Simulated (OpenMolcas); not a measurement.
PH2 (SMILES [PH2]): methods side by side

PH2 has 3 atoms, charge 0, and is taken as a doublet. As SMILES, `[PH2]`. The shape is that of a PBE0-D4/def2-TZVP optimisation.

```xyz
3

P     0.5257   -0.3094    0.2582
H     0.1146    1.0515    0.1767
H    -0.6404   -0.7421   -0.4350
```

Quantity: the energy change with the P1–H2 bond stretched from 1.424 to 1.780 Å, in eV. The values are calculated.

| level | kind | program | value (eV) | less FCI/3-21G | CPU time (all runs) |
| --- | --- | --- | --- | --- | --- |
| ROHF/3-21G | Hartree–Fock | OpenMolcas | 0.71 | +0.25 | 3.8 s |
| UHF/3-21G | Hartree–Fock | OpenMolcas | 0.68 | +0.22 | 2.9 s |
| UPBE/3-21G | GGA | OpenMolcas | 0.49 | +0.03 | 6.3 s |
| U-r2SCAN/3-21G | meta-GGA | OpenMolcas | 0.56 | +0.10 | 8.9 s |
| UPBE0/3-21G | global hybrid | OpenMolcas | 0.57 | +0.11 | 6.6 s |
| MRCI(7,6)/3-21G | multireference | OpenMolcas | 0.46 | 0.00 | 5.6 s |
| SC-NEVPT2(7,6)/3-21G | multireference | OpenMolcas | 0.44 | -0.02 | 4.7 s |
| ROCCSD(T)/3-21G | coupled cluster or CI | OpenMolcas | 0.46 | 0.00 | 4.1 s |
| FCI/3-21G | exact in the basis | OpenMolcas | 0.46 | 0.00 | 7.2 s |

FCI/3-21G is exact within its basis and frozen core, so for wave-function methods in that basis the difference is their error; functionals converge differently with the basis, so for them it is only a difference. The first shape isn't each level's own minimum. The values span 0.44 to 0.71 eV. All rows use very small basis sets, so even the best lies far from the true value. CPU times are rough (shared hosts, several kinds of processor): they show what a rung costs within a factor of a few.
